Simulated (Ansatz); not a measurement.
Question: Predict a relaxed structure of SiH2, charge 0, singlet, at r2SCAN-D4/def2-TZVP (Ansatz).

Answer: 
```xyz
3

Si   -0.496    0.217    0.465
H     0.268   -1.083    0.245
H     0.227    0.866   -0.710
```
Point group C2v (tolerance 0.1 Å). This is one stationary point.

The restricted singlet is unstable towards broken spin symmetry at other levels; at r2SCAN-D4/def2-TZVP this wasn't settled.
